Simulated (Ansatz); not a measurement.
System: zinc-blende MgTe (metastable phase). Method: rVV10 in Ansatz (PAW).

Run with plane-wave cutoff 520 eV, 10×10×10 k mesh, Fermi–Dirac smearing 0.01 eV, scalar-relativistic PAW data made under PBE.

The direct gap at Γ against volume; x = 100 ln(V/34.341 Å³). One gap is withheld.

```tsv
V (Å³/atom)	x	gap (eV)
32.281	-6.19	?
32.967	-4.08	2.351
33.654	-2.02	2.254
34.341	0.00	2.160
35.028	1.98	2.071
35.715	3.92	1.985
36.401	5.83	1.902
```

Fit a straight line to the rows shown, give the volume deformation potential and predict the withheld gap.

Means of the 6 rows: x̄ = 0.938, ȳ = 2.1205 eV. Σ(x − x̄)(y − ȳ) = -3.1131 and Σ(x − x̄)² = 68.720, so the slope is -0.0453 eV per unit of x, and dE_g/d ln V = -4.5 eV. At x = -6.19: 2.1205 + (-0.0453) × (-6.19 − (0.938)) = 2.443 eV. The run gives 2.452 eV, 0.009 eV above the line, as the curve bends the same way over all rows.

Measured, for comparison: band gap 3.67 eV (2 K, zero-point motion not removed; as tabulated in arXiv:1206.3780).

Spin–orbit coupling is not included; with these elements it can move the gap by several tenths of an eV or more.

Ansatz is an electronic-structure program.
